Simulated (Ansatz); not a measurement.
Zinc-blende AlP, treated with HSE06 (plane waves, PAW; Ansatz, an electronic-structure program).

The same calculation (at the measured cell, 20.380 Å³/atom) with different numerical settings:

```
run    k mesh  gap on the mesh (eV)  total energy (eV/atom)
---  --------  --------------------  ----------------------
1       4×4×4                 2.277               -647.6809
2       6×6×6                 2.269               -647.7203
3       8×8×8                 2.268               -647.7233
4    10×10×10                 2.268               -647.7236
5    12×12×12                 2.268               -647.7236
```

In the column total energy (eV/atom) the first row differs from the last by +0.0427 and the next to last by 0.0000.

The last row is no converged limit: other settings stay fixed.
